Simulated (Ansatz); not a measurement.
# ClH2MgN: the cost of one run

Method: RKS PBE0-D4/cc-pVDZ, in Ansatz 0.2.0.

### Step 1. Starting point

Bond lengths: N1–Mg2 2.015 Å, Mg2–Cl3 2.346 Å, N1–H4 1.106 Å, N1–H5 1.068 Å. Angles: N1–Mg2–Cl3 179.4°, Mg2–N1–H4 106.6°, Mg2–N1–H5 110.5°, H4–N1–H5 104.4°.

Coordinates:

```xyz
5

N    -0.9725    0.5312   -0.2968
Mg    0.5126   -0.5769    0.4959
Cl    2.2373   -1.8843    1.4016
H    -0.6106    1.5756   -0.3167
H    -1.1169    0.2808   -1.3254
```

### Step 2. Preparing the start

The input, input.yaml:

```yaml
crystal:
  periodic: [false, false, false]
  atoms:
    - { symbol: "N", position_ang: [-0.9725, 0.5312, -0.2968] }
    - { symbol: Mg, position_ang: [0.5126, -0.5769, 0.4959] }
    - { symbol: Cl, position_ang: [2.2373, -1.8843, 1.4016] }
    - { symbol: H, position_ang: [-0.6106, 1.5756, -0.3167] }
    - { symbol: H, position_ang: [-1.1169, 0.2808, -1.3254] }
basis:
  gaussian: { orbitals: cc-pVDZ }
hamiltonian:
  xc: pbe0
  dispersion: d4
relax:
  f_tol: 0.02
  max_steps: 40
scf:
  lower_state_search: "off"
```

On the command line:

```console
$ ansatz run input.yaml --threads 1 --pin off --max-ram 2048MiB --backend cpu --events-out ev --progress --plain --runs-dir out
```

What time and memory should one allow on 1 thread of Intel Xeon Platinum 8488C (Sapphire Rapids), shared host?

About 11 s, with a peak of 0.16 GiB.
